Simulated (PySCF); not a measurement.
Species: C5H7Cl.
SMILES with atom numbers: `[CH3:1][C@@:2]12[CH2:3][C@@H:4]1[C@@H:5]2[Cl:6]` (hydrogens: H7, H8, H9 on C1; H10, H11 on C3; H12 on C4; H13 on C5)

The same species was optimised twice, with GFN2-xTB and with PBE0-D3(BJ)/def2-SVP (PySCF), and the same property calculations (PySCF, gas phase) were run on both structures.

```json
{"coordinate": "C5–Cl6 (Å)", "GFN2-xTB": "1.782", "PBE0-D3(BJ)/def2-SVP": "1.796", "change": "+0.014"}
{"coordinate": "C4–C5 (Å)", "GFN2-xTB": "1.485", "PBE0-D3(BJ)/def2-SVP": "1.472", "change": "-0.013"}
{"coordinate": "C2–C5 (Å)", "GFN2-xTB": "1.487", "PBE0-D3(BJ)/def2-SVP": "1.476", "change": "-0.011"}
{"coordinate": "C3–C4 (Å)", "GFN2-xTB": "1.499", "PBE0-D3(BJ)/def2-SVP": "1.494", "change": "-0.005"}
{"coordinate": "C2–C4 (Å)", "GFN2-xTB": "1.499", "PBE0-D3(BJ)/def2-SVP": "1.494", "change": "-0.005"}
{"coordinate": "C2–C3 (Å)", "GFN2-xTB": "1.498", "PBE0-D3(BJ)/def2-SVP": "1.494", "change": "-0.004"}
{"coordinate": "C1–C2 (Å)", "GFN2-xTB": "1.486", "PBE0-D3(BJ)/def2-SVP": "1.488", "change": "+0.002"}
{"coordinate": "C1–C2–C4 (°)", "GFN2-xTB": "136.7", "PBE0-D3(BJ)/def2-SVP": "135.1", "change": "-1.6"}
{"coordinate": "C3–C4–C5 (°)", "GFN2-xTB": "96.8", "PBE0-D3(BJ)/def2-SVP": "98.3", "change": "+1.5"}
{"coordinate": "C4–C5–Cl6 (°)", "GFN2-xTB": "121.0", "PBE0-D3(BJ)/def2-SVP": "122.5", "change": "+1.5"}
{"coordinate": "C3–C2–C5 (°)", "GFN2-xTB": "96.8", "PBE0-D3(BJ)/def2-SVP": "98.1", "change": "+1.3"}
{"coordinate": "C2–C5–Cl6 (°)", "GFN2-xTB": "121.6", "PBE0-D3(BJ)/def2-SVP": "122.9", "change": "+1.3"}
{"coordinate": "C1–C2–C5 (°)", "GFN2-xTB": "131.5", "PBE0-D3(BJ)/def2-SVP": "130.6", "change": "-0.9"}
{"coordinate": "C1–C2–C3 (°)", "GFN2-xTB": "131.6", "PBE0-D3(BJ)/def2-SVP": "130.9", "change": "-0.7"}
{"coordinate": "C2–C5–C4 (°)", "GFN2-xTB": "60.6", "PBE0-D3(BJ)/def2-SVP": "60.9", "change": "+0.3"}
```

Rotational constants: A = 5731, B = 2007, C = 1792 MHz (GFN2-xTB) against A = 5740, B = 1977, C = 1759 MHz (PBE0-D3(BJ)/def2-SVP). Point groups within 0.08 Å: C1 and C1.

On the GFN2-xTB structure: lowest singlet, TDDFT (eV) 7.08 [PBE0/def2-SVPD]; lowest triplet, Tamm–Dancoff (eV) 6.56 [PBE0/def2-SVPD]; isotropic polarisability (au) 69.4 [PBE0/def2-SVPD]; HOMO (eV) -7.53 [PBE0/def2-SVPD]; LUMO (eV) 0.67 [PBE0/def2-SVPD]; dipole (D) 3.07 [PBE0/def2-SVPD].

Q: What do these properties become on the PBE0-D3(BJ)/def2-SVP structure?

A: 
| property | level | on GFN2-xTB | on PBE0-D3(BJ)/def2-SVP | change |
| --- | --- | --- | --- | --- |
| lowest singlet, TDDFT (eV) | PBE0/def2-SVPD | 7.08 | 7.01 | -0.07 |
| lowest triplet, Tamm–Dancoff (eV) | PBE0/def2-SVPD | 6.56 | 6.49 | -0.07 |
| isotropic polarisability (au) | PBE0/def2-SVPD | 69.4 | 70.3 | +0.9 |
| HOMO (eV) | PBE0/def2-SVPD | -7.53 | -7.51 | +0.02 |
| LUMO (eV) | PBE0/def2-SVPD | 0.67 | 0.63 | -0.04 |
| dipole (D) | PBE0/def2-SVPD | 3.07 | 3.19 | +0.12 |
| energy, GFN2-xTB geometry as zero (kcal/mol) | PBE0/def2-SVPD | 0.0 | -1.2 | -1.2 |

The heavy atoms differ by 0.029 Å rms after alignment. Among bonds between heavy atoms C4–C5 and C5–Cl6 change most and about equally (-0.013 to +0.014 Å). Changes are differences of the printed values. Neither structure is proved a minimum here.
